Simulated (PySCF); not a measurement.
Potential energy curve for CS2, SMILES C(=S)=S, singlet. The C1–S3 bond (C1 also carries S; S3 carries nothing else) is stretched with both fragments frozen at the PBE0/def2-TZVP optimised geometry.

UKS-CAM-B3LYP = unrestricted CAM-B3LYP/cc-pVDZ run with PySCF; RHF/cc-pVDZ (PySCF); UKS-r2SCAN = PySCF 2.14.0 with unrestricted r2SCAN/cc-pVDZ.

Magnitude of the dipole moment (D; its direction can reverse along the curve, and a method can change to another solution) and Mulliken charge of the fragment that holds C1:

```tsv
R / Å	μ UKS-CAM-B3LYP	q UKS-CAM-B3LYP	μ RHF	q RHF	μ UKS-r2SCAN	q UKS-r2SCAN
1.23	2.27	-0.23	2.94	-0.24	1.97	-0.19
1.30	1.76	-0.14	2.30	-0.15	1.52	-0.12
1.40	1.04	-0.05	1.36	-0.06	0.89	-0.05
1.46	0.61	-0.02	0.81	-0.02	0.52	-0.03
1.49	0.40	0.00	0.53	0.00	0.34	-0.02
1.55	0.01	0.02	0.01	0.03	0.01	0.00
1.60	0.34	0.03	0.46	0.05	0.29	0.01
1.64	0.60	0.04	0.80	0.06	0.51	0.01
1.69	0.92	0.05	1.22	0.08	0.77	0.02
1.81	1.63	0.08	2.15	0.11	1.35	0.04
1.94	2.32	0.10	2.97	0.14	1.91	0.07
2.08	2.97	0.12	3.57	0.16	2.44	0.09
2.34	3.70	0.14	3.79	0.14	3.18	0.12
2.57	3.50	0.10	3.41	0.10	3.35	0.10
2.75	3.16	0.08	3.02	0.07	3.28	0.09
3.06	2.60	0.04	2.45	0.04	2.92	0.06
3.44	2.17	0.02	2.00	0.01	2.45	0.03
3.75	1.98	0.01	1.80	0.01	2.17	0.01
4.21	1.84	0.00	1.63	0.00	1.93	0.00
4.66	1.78	0.00	1.54	0.00	1.83	0.00
5.41	1.75	0.00	1.47	0.00	1.78	0.00
```

The unrestricted determinant behind UKS-CAM-B3LYP, UKS-r2SCAN is spin-contaminated at 2.34 to 5.41 Å (<S²> up to 1.0, against 0.00 for a pure singlet). The restricted form behind RHF keeps the bonding electrons paired and can't separate into open-shell fragments.
